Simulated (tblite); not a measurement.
Species: C5H4Cl (doublet state).
Structure used (GFN2-xTB), in Å, numbered top down from 1:
```xyz
10
C5H4Cl angstrom
C      2.7691    0.3644   -0.8959
C      1.8017   -0.0425   -0.3258
C      0.6241   -0.6189    0.3473
C     -0.4257    0.4284    0.4449
C     -1.5287    0.4837   -0.2925
Cl    -1.9522   -0.6916   -1.4711
H      0.2782   -1.4745   -0.2353
H      0.9447   -0.9463    1.3394
H     -0.2439    1.2295    1.1476
H     -2.2583    1.2724   -0.1946
```

Computed values, GFN2-xTB/tblite, gas phase, harmonic and unscaled. Against measured fundamentals such values can be off by several per cent, at times by over 20. One conformer, not necessarily the lowest. Open shells enter through the occupations alone, without spin polarisation, and single modes of such species can be off by tens of per cent.

Harmonic wavenumbers (cm⁻¹): 33.8, 140.8, 171.2, 216.0, 250.7, 446.3, 526.8, 739.4, 755.2, 867.6, 896.5, 941.4, 1040.8, 1109.0, 1204.1, 1227.1, 1281.5, 1415.4, 1635.6, 2300.2, 2957.7, 2982.3, 3068.4, 3081.8.

A = 6652, B = 1519, C = 1377 MHz; mass 99.000 u (most abundant isotopes); point group C1, symmetry number 1; spin multiplicity 2.

Task: What is the zero-point energy?

Result: Half the sum of the wavenumbers: 14645 cm⁻¹ = 41.87 kcal/mol.

Task: What is S at 400 K and 1 bar for an ideal gas of classical rigid rotors and harmonic oscillators?

Result: Translation 41.17, rotation 28.41, vibration 22.56, spin (R ln 2) 1.38: S = 93.5 cal/(mol K).

Task: And Cp and H(400 K) − H(0)?

Result: Cp = 28.83 cal/(mol K), of which vibrations give 20.88 (their classical limit is 24 R = 47.7); H(400 K) − H(0) = 7.64 kcal/mol without the zero-point energy, 4.46 from vibrations.

Task: How do the functions run with temperature in this model?

Result: 
| T (K) | S (cal/(mol K)) | Cp (cal/(mol K)) | H − H(0) (kcal/mol) | G − H(0) (kcal/mol) | ln q(vib) |
| --- | --- | --- | --- | --- | --- |
| 50 | 56.9 | 11.0 | 0.47 | -2.37 | 0.50 |
| 100 | 65.6 | 14.4 | 1.11 | -5.45 | 1.26 |
| 298.15 | 85.8 | 24.1 | 4.94 | -20.63 | 4.29 |
| 373.15 | 91.6 | 27.7 | 6.88 | -27.28 | 5.36 |
| 500 | 100.4 | 32.7 | 10.72 | -39.47 | 7.12 |
| 750 | 115.0 | 39.5 | 19.81 | -66.46 | 10.37 |
| 1000 | 127.0 | 43.9 | 30.26 | -96.76 | 13.32 |

q(vib) and H(0) count from the zero-point level.

Task: Blend soft modes into free rotors: weight 1/[1 + (100 cm⁻¹/ν̃)⁴] for the oscillator and the rest for a rotor with moment μB/(μ + B), μ = h/(8π²ν), B = 10⁻⁴⁴ kg m². What vibrational entropy results?

Result: 20.47 cal/(mol K) in place of 22.56, which changes −T·S at 400 K by +0.83 kcal/mol.

Task: Which modes carry the vibrational entropy at 400 K?

Result: 33.8 cm⁻¹: 6.18; 140.8 cm⁻¹: 3.36; 171.2 cm⁻¹: 2.98; 216.0 cm⁻¹: 2.54; 250.7 cm⁻¹: 2.26; 446.3 cm⁻¹: 1.25 cal/(mol K); the other 18 give 3.99 together.

Task: What must be added to the electronic energy to get the Gibbs energy at 400 K and 1 bar?

Result: ZPE + [H(400 K) − H(0)] − T·S = 41.87 + 7.64 − 37.41 = 12.10 kcal/mol.

Hindered rotation and anharmonicity are outside this model. Other conformers, if any are populated, would add a mixing term that is left out. The structure is chiral; the term R ln 2 for an equal mix with its mirror image is left out.

Hardware: one thread of an Arm Neoverse V1, no GPU, shared host with 64 logical CPUs at a one-minute load of 58. Cost: 0.22 s of wall time. The figure is for the frequency step alone.
